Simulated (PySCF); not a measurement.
C3H8P (charge -1).
Atom-mapped SMILES: `[CH3:1][CH2:2][P-:3][CH3:4]` (hydrogens: H5, H6, H7 on C1; H8, H9 on C2; H10, H11, H12 on C4)

The same species was optimised twice, with GFN2-xTB and with PBE0-D3(BJ)/def2-SVP (PySCF), and the same property calculations (PySCF, gas phase) were run on both structures.

```
     coordinate  GFN2-xTB  PBE0-D3(BJ)/def2-SVP  change
      P3–C4 (Å)     1.864                 1.889  +0.025
     C4–H12 (Å)     1.094                 1.113  +0.019
     C4–H10 (Å)     1.093                 1.112  +0.019
      C1–H5 (Å)     1.096                 1.113  +0.017
     C4–H11 (Å)     1.090                 1.106  +0.016
      C2–H8 (Å)     1.098                 1.113  +0.015
      C1–H7 (Å)     1.089                 1.103  +0.014
      C1–H6 (Å)     1.088                 1.103  +0.015
      C2–P3 (Å)     1.872                 1.885  +0.013
      C2–H9 (Å)     1.095                 1.108  +0.013
      C1–C2 (Å)     1.524                 1.529  +0.005
  P3–C4–H10 (°)     112.0                 116.0    +4.0
 H10–C4–H12 (°)     109.1                 106.1    -3.0
   C2–C1–H5 (°)     111.0                 113.8    +2.8
 H11–C4–H12 (°)     109.0                 106.3    -2.7
 H10–C4–H11 (°)     108.5                 105.8    -2.7
  P3–C4–H12 (°)     111.0                 113.6    +2.6
   H8–C2–H9 (°)     107.6                 105.3    -2.3
   P3–C2–H8 (°)     109.1                 111.3    +2.2
C1–C2–P3–C4 (°)       -73                   -72      +1
```

Rotational constants: A = 9299, B = 3813, C = 3108 MHz (GFN2-xTB) against A = 9059, B = 3731, C = 3031 MHz (PBE0-D3(BJ)/def2-SVP). Point groups within 0.08 Å: C1 and C1.

On the GFN2-xTB structure: HOMO (eV) 1.72 [PBE0/pcSseg-1]; LUMO (eV) 5.81 [PBE0/pcSseg-1]; GIAO shielding of C1 (ppm) 167.8 [PBE0/pcSseg-1]; GIAO shielding of C2 (ppm) 152.7 [PBE0/pcSseg-1]; GIAO shielding of P3 (ppm) 368.4 [PBE0/pcSseg-1]; GIAO shielding of C4 (ppm) 170.3 [PBE0/pcSseg-1].

Problem. What do these properties become on the PBE0-D3(BJ)/def2-SVP structure?

Solution. 
```csv
property,level,on GFN2-xTB,on PBE0-D3(BJ)/def2-SVP,change
HOMO (eV),PBE0/pcSseg-1,1.72,1.60,-0.12
LUMO (eV),PBE0/pcSseg-1,5.81,5.75,-0.06
"energy, GFN2-xTB geometry as zero (kcal/mol)",PBE0/pcSseg-1,0.0,-1.2,-1.2
GIAO shielding of C1 (ppm),PBE0/pcSseg-1,167.8,164.5,-3.3
GIAO shielding of C2 (ppm),PBE0/pcSseg-1,152.7,151.3,-1.4
GIAO shielding of P3 (ppm),PBE0/pcSseg-1,368.4,357.2,-11.2
GIAO shielding of C4 (ppm),PBE0/pcSseg-1,170.3,167.9,-2.4
```

The heavy atoms differ by 0.016 Å rms after alignment. Among all bonds P3–C4 changes most (+0.025 Å). Changes are differences of the printed values. Neither structure is proved a minimum here. Isolated species at its PBE0-D3(BJ)/def2-SVP geometry (one conformer only). The geometry's basis has no diffuse functions, a weakness for an anion.

The values belong to the conformer `[CH3:1][CH2:2][P-:3][CH3:4]`: C1–C2–P3–C4 -72°.
